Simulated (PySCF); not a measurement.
PySCF input (TPSS/def2-TZVPD):

```python
from pyscf import gto, scf, dft

mol = gto.M(
    atom='''
    O    -0.00000000   -0.00000000   -0.67368277
    O     0.00000000    0.00000000    0.67368277
    ''',
    basis='def2-tzvpd',
    charge=-1,
    spin=1,
    symmetry='D2h',
    verbose=4,
)

mf = dft.UKS(mol, xc='tpss').density_fit(auxbasis='def2-universal-jkfit')
mf.grids.level = 3
mf.conv_tol = 1e-9
mf.max_cycle = 100
mf.max_memory = 1500
mf.kernel()
if not mf.converged:
    mf = mf.newton()
    mf.kernel(mf.make_rdm1())
mf.analyze()
```

Output:

```
PySCF version 2.14.0

[INPUT] verbose = 4
[INPUT] num. atoms = 2
[INPUT] num. electrons = 17
[INPUT] charge = -1
[INPUT] spin (= nelec alpha-beta = 2S) = 1
[INPUT] symmetry D2h subgroup None
[INPUT] Mole.unit = angstrom
[INPUT] Symbol           X                Y                Z      unit          X                Y                Z       unit  Magmom
[INPUT]  1 O      0.000000000000   0.000000000000  -0.673682770000 AA    0.000000000000   0.000000000000  -1.273075930138 Bohr   0.0
[INPUT]  2 O      0.000000000000   0.000000000000   0.673682770000 AA    0.000000000000   0.000000000000   1.273075930138 Bohr   0.0

nuclear repulsion = 25.1359712664761
point group symmetry = Dooh, use subgroup D2h
symmetry origin: [0. 0. 0.]
symmetry axis x: [1. 0. 0.]
symmetry axis y: [0. 1. 0.]
symmetry axis z: [0. 0. 1.]
num. orbitals of irrep Ag = 18
num. orbitals of irrep B1g = 4
num. orbitals of irrep B2g = 9
num. orbitals of irrep B3g = 9
num. orbitals of irrep Au = 4
num. orbitals of irrep B1u = 18
num. orbitals of irrep B2u = 9
num. orbitals of irrep B3u = 9
number of shells = 28
number of NR pGTOs = 110
number of NR cGTOs = 80
basis = def2-tzvpd
ecp = {}

******** <class 'pyscf.df.df_jk.DFSymAdaptedUKS'> ********
method = DFSymAdaptedUKS
initial guess = minao
damping factor = 0
level_shift factor = 0
DIIS = <class 'pyscf.scf.diis.CDIIS'>
diis_start_cycle = 1
diis_space = 8
diis_damp = 0
SCF conv_tol = 1e-09
SCF conv_tol_grad = None
SCF max_cycles = 100
direct_scf = False
number electrons alpha = 9  beta = 8
XC library pyscf.dft.libxc version 7.1.2
    S. Lehtola, C. Steigemann, M. J. T. Oliveira, and M. A. L. Marques,  SoftwareX 7, 1–5 (2018)
XC functionals = tpss
    J. Tao, J. P. Perdew, V. N. Staroverov, and G. E. Scuseria,  Phys. Rev. Lett. 91, 146401 (2003)
    J. P. Perdew, J. Tao, V. N. Staroverov, and G. E. Scuseria,  J. Chem. Phys. 120, 6898 (2004)
    J. Tao, J. P. Perdew, V. N. Staroverov, and G. E. Scuseria,  Phys. Rev. Lett. 91, 146401 (2003)
    J. P. Perdew, J. Tao, V. N. Staroverov, and G. E. Scuseria,  J. Chem. Phys. 120, 6898 (2004)
radial grids:
    Treutler-Ahlrichs [JCP 102, 346 (1995); DOI:10.1063/1.469408] (M4) radial grids

becke partition: Becke, JCP 88, 2547 (1988); DOI:10.1063/1.454033
pruning grids: <function nwchem_prune>
grids dens level: 3
[...]
beta  HOMO (B2g) = 0.122359024761772  LUMO (B3g) = 0.148283521821544
  HOMO = 0.122359024762  LUMO = 0.148283521822  gap/eV = 0.70544
Extra cycle  E= -150.427574869538  delta_E= 1.71e-13  |g|= 2.56e-06  |ddm|= 9.73e-06
converged SCF energy = -150.427574869538  <S^2> = 0.75467358  2S+1 = 2.0046681
**** SCF Summaries ****
Total Energy =                        -150.427574869537750
Nuclear Repulsion Energy =              25.135971266476062
One-electron Energy =                 -262.270272594265577
Two-electron Energy =                   86.706726458251737
Two-electron Coulomb Energy =          103.992122214519085
DFT Exchange-Correlation Energy =      -17.285395756267349
HOMO-LUMO gap [eV] =                     0.705441496867830
Wave-function symmetry = B3g
alpha occupancy for each irrep:     Ag  B1g  B2g  B3g   Au  B1u  B2u  B3u
                                     3    0    1    1    0    2    1    1
beta  occupancy for each irrep:     Ag  B1g  B2g  B3g   Au  B1u  B2u  B3u
                                     3    0    1    0    0    2    1    1
**** MO energy ****
alpha MO #1 (B1u #1), energy= -18.6433335997976 occ= 1
alpha MO #2 (Ag #1), energy= -18.6433198672603 occ= 1
alpha MO #3 (Ag #2), energy= -0.74787323365998 occ= 1
alpha MO #4 (B1u #2), energy= -0.430108906981602 occ= 1
alpha MO #5 (Ag #3), energy= -0.117032985111607 occ= 1
alpha MO #6 (B2u #1), energy= -0.106553472059034 occ= 1
alpha MO #7 (B3u #1), energy= -0.0678227993320523 occ= 1
alpha MO #8 (B3g #1), energy= 0.0710273209343752 occ= 1
alpha MO #9 (B2g #1), energy= 0.112463382611957 occ= 1
alpha MO #10 (B1u #3), energy= 0.183016546984504 occ= 0
alpha MO #11 (Ag #4), energy= 0.230776569468773 occ= 0
alpha MO #12 (B2u #2), energy= 0.243537753656466 occ= 0
alpha MO #13 (B3u #2), energy= 0.246550735555815 occ= 0
alpha MO #14 (B3g #2), energy= 0.269141500203447 occ= 0
alpha MO #15 (B2g #2), energy= 0.270072092791513 occ= 0
alpha MO #16 (Ag #5), energy= 0.295391612397609 occ= 0
alpha MO #17 (B1u #4), energy= 0.34894237366877 occ= 0
alpha MO #18 (B1u #5), energy= 0.458186872420065 occ= 0
alpha MO #19 (Ag #6), energy= 0.550272681106641 occ= 0
alpha MO #20 (B1g #1), energy= 0.550333885307956 occ= 0
alpha MO #21 (Ag #7), energy= 0.637732414158364 occ= 0
alpha MO #22 (B1u #6), energy= 0.643291075228234 occ= 0
alpha MO #23 (B3g #3), energy= 0.673991935215843 occ= 0
alpha MO #24 (B2g #3), energy= 0.679265131407614 occ= 0
alpha MO #25 (B2u #3), energy= 0.679545836128688 occ= 0
alpha MO #26 (B3u #3), energy= 0.684473730832391 occ= 0
alpha MO #27 (Au #1), energy= 0.694411154144277 occ= 0
alpha MO #28 (B1u #7), energy= 0.694457503086426 occ= 0
alpha MO #29 (B2u #4), energy= 0.78430011497688 occ= 0
alpha MO #30 (B3u #4), energy= 0.803450461665387 occ= 0
alpha MO #31 (Ag #8), energy= 0.856388996077989 occ= 0
alpha MO #32 (B1u #8), energy= 1.00092190033403 occ= 0
alpha MO #33 (B3g #4), energy= 1.08835422724319 occ= 0
alpha MO #34 (B2g #4), energy= 1.10152910130127 occ= 0
alpha MO #35 (Ag #9), energy= 1.13908204498917 occ= 0
alpha MO #36 (B1u #9), energy= 1.42293116574223 occ= 0
alpha MO #37 (B2u #5), energy= 1.71338438572924 occ= 0
alpha MO #38 (B3u #5), energy= 1.73658788807704 occ= 0
alpha MO #39 (Ag #10), energy= 1.81110927537919 occ= 0
alpha MO #40 (B1g #2), energy= 1.81142239393447 occ= 0
alpha MO #41 (Au #2), energy= 2.0496931871121 occ= 0
alpha MO #42 (B1u #10), energy= 2.04981033725765 occ= 0
alpha MO #43 (Ag #11), energy= 2.13436068470092 occ= 0
alpha MO #44 (B3g #5), energy= 2.3319213681899 occ= 0
alpha MO #45 (B2g #5), energy= 2.35810746035351 occ= 0
alpha MO #46 (B1u #11), energy= 2.63636628749775 occ= 0
alpha MO #47 (B2u #6), energy= 2.79083686901406 occ= 0
alpha MO #48 (B3u #6), energy= 2.82314761419981 occ= 0
alpha MO #49 (Ag #12), energy= 3.06971805910255 occ= 0
alpha MO #50 (Ag #13), energy= 3.19602475016283 occ= 0
alpha MO #51 (B3g #6), energy= 3.19741601108833 occ= 0
alpha MO #52 (B2g #6), energy= 3.23070320917846 occ= 0
alpha MO #53 (B1u #12), energy= 3.44365193824048 occ= 0
alpha MO #54 (B1u #13), energy= 4.44217764202764 occ= 0
alpha MO #55 (B2u #7), energy= 4.97192633237132 occ= 0
alpha MO #56 (B3u #7), energy= 4.99857009987085 occ= 0
alpha MO #57 (Ag #14), energy= 5.03777095996462 occ= 0
alpha MO #58 (B1g #3), energy= 5.03916946842954 occ= 0
alpha MO #59 (Ag #15), energy= 5.19189862083841 occ= 0
alpha MO #60 (B2u #8), energy= 5.33869842953052 occ= 0
alpha MO #61 (B3u #8), energy= 5.33871735063329 occ= 0
alpha MO #62 (B2g #7), energy= 5.45992270732724 occ= 0
alpha MO #63 (B3g #7), energy= 5.45992546732891 occ= 0
alpha MO #64 (Au #3), energy= 5.79445221322082 occ= 0
alpha MO #65 (B1u #14), energy= 5.79455641638591 occ= 0
alpha MO #66 (B3g #8), energy= 6.32578985202231 occ= 0
alpha MO #67 (B2g #8), energy= 6.35795787490651 occ= 0
alpha MO #68 (Ag #16), energy= 6.52090071502386 occ= 0
alpha MO #69 (B1g #4), energy= 6.52091299319707 occ= 0
alpha MO #70 (B1u #15), energy= 6.66292572473578 occ= 0
alpha MO #71 (Au #4), energy= 6.66675479269196 occ= 0
alpha MO #72 (B2u #9), energy= 6.66760870294733 occ= 0
alpha MO #73 (B3u #9), energy= 6.70214133837695 occ= 0
alpha MO #74 (B1u #16), energy= 6.75842038708825 occ= 0
alpha MO #75 (B3g #9), energy= 7.27502825732392 occ= 0
alpha MO #76 (B2g #9), energy= 7.30574138523294 occ= 0
alpha MO #77 (Ag #17), energy= 7.45068881306923 occ= 0
alpha MO #78 (B1u #17), energy= 8.63664718233031 occ= 0
alpha MO #79 (Ag #18), energy= 43.4567412126398 occ= 0
alpha MO #80 (B1u #18), energy= 44.2579943469999 occ= 0
beta  MO #1 (B1u #1), energy= -18.6292990172298 occ= 1
beta  MO #2 (Ag #1), energy= -18.6292904871282 occ= 1
beta  MO #3 (Ag #2), energy= -0.722620661455927 occ= 1
beta  MO #4 (B1u #2), energy= -0.394552576162567 occ= 1
beta  MO #5 (Ag #3), energy= -0.103072334881794 occ= 1
beta  MO #6 (B3u #1), energy= -0.0597225603399334 occ= 1
beta  MO #7 (B2u #1), energy= -0.0417231027395642 occ= 1
beta  MO #8 (B2g #1), energy= 0.122359024761772 occ= 1
beta  MO #9 (B3g #1), energy= 0.148283521821544 occ= 0
beta  MO #10 (B1u #3), energy= 0.185713063614074 occ= 0
beta  MO #11 (Ag #4), energy= 0.233743479595958 occ= 0
beta  MO #12 (B3u #2), energy= 0.247227105601221 occ= 0
beta  MO #13 (B2u #2), energy= 0.249583929399952 occ= 0
beta  MO #14 (B2g #2), energy= 0.271149184353903 occ= 0
beta  MO #15 (B3g #2), energy= 0.278606211678941 occ= 0
beta  MO #16 (Ag #5), energy= 0.297409044672378 occ= 0
beta  MO #17 (B1u #4), energy= 0.362397482946861 occ= 0
beta  MO #18 (B1u #5), energy= 0.466912638422514 occ= 0
beta  MO #19 (B1g #1), energy= 0.555189607386022 occ= 0
beta  MO #20 (Ag #6), energy= 0.555304741580287 occ= 0
beta  MO #21 (Ag #7), energy= 0.639681683747916 occ= 0
beta  MO #22 (B1u #6), energy= 0.647709197005675 occ= 0
[...]
```
